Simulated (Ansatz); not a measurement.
Two shapes of singlet N2H2.

Shape 1:

```xyz
4

N     0.0402   -0.0214   -0.5954
N     0.0352    0.0049    0.6510
H    -0.0212    0.9840   -0.8704
H     0.0364   -0.9629    0.9042
```

Shape 2:

```xyz
4

N     0.0000    0.0001   -0.6651
N     0.0000   -0.0001    0.6651
H     0.0000    1.0754   -0.9873
H     0.0000   -1.0754    0.9873
```

Basis set: def2-TZVP (spherical functions). Left uncorrelated: 2 orbitals. Charge 0, multiplicity 1.

Computed with Ansatz (development build ahead of 0.2.0); each method stands on the lowest determinant of its kind that the runs found.

(1) Which shape is lower in energy, and by how much in each method?

## Answers

(1)

```csv
method,E(2) − E(1) (eV)
RHF,0.883
RHF-MP2,0.398
```

Shape 1 is lower. Caution: in another basis set an unrestricted determinant lies well below.
